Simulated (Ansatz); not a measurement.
Relaxed structures of C$_{2}$H$_{7}$Si (charge +1), closed shell (PBE0-D4/def2-TZVP; forces vanish, vibrations not checked; lower isomers may exist, and structures with a doubtful reference or unclear bonds are left out; Å). Computed with Ansatz 0.2.0 (basis: def2-TZVPP); correlated methods freeze the cores.

Rank them by CCSD(T) energy, lowest first, and give each one's height above the lowest. Links in brackets join atoms within 1.22 times the sum of their covalent radii (1.1 for two metals). (To be estimated.)
A.
C₂H₇Si ([CH3][CH][SiH3]), total charge +1
```
10
angstrom
C -1.2237 0.5896 -0.5838
C -0.0825 -0.1959 -0.5734
Si 1.0207 -0.5894 0.9583
H -1.8409 0.6813 -1.4756
H -0.1383 1.1644 -0.8340
H -1.5824 1.0560 0.3317
H 0.1909 -0.6324 -1.5374
H 0.7406 -2.0338 1.1170
H 0.5092 0.2571 2.0545
H 2.4063 -0.2968 0.5428
```
B.
C₂H₇Si ([CH3][SiH][CH3]), total charge +1
```
10
angstrom
C -1.1790 0.9436 -0.6744
C 1.0239 -0.7541 0.9610
Si 0.1735 -0.2597 -0.5628
H -2.0415 0.4706 -1.1626
H -0.8702 1.7592 -1.3432
H -1.4754 1.3527 0.2916
H 0.6190 -0.8921 -1.8197
H 0.8878 -1.8354 1.1027
H 0.6726 -0.2218 1.8450
H 2.1044 -0.6051 0.8366
```
C.
C₂H₇Si ([CH3][CH2][SiH2]), total charge +1
```
10
angstrom
C -1.0999 0.5306 -0.4833
C 0.0626 -0.4549 -0.3797
Si 1.2675 -0.1988 0.9521
H -1.7362 0.2509 -1.3230
H -0.7517 1.5496 -0.6554
H -1.7159 0.5250 0.4165
H 0.6670 -0.5004 -1.3031
H -0.2737 -1.5001 -0.2589
H 1.1637 0.9086 1.9227
H 2.4166 -1.1105 1.1121
```

By the calculation: B (0.00 kcal/mol), C (22.57 kcal/mol), A (45.82 kcal/mol). Heights count from the lowest.

No T1 diagnostic of these runs exceeds 0.012.

For scale, one of the runs: CCSD(T)/def2-TZVPP, 202 basis functions, launched by `ansatz run in.yaml --threads 2 --pin off --events-out ev --progress --plain --max-ram 4352MiB`. The run took 52 s on 2 CPU threads of an Arm Neoverse V1 (shared host), with 2.4 GiB of host memory at its peak.
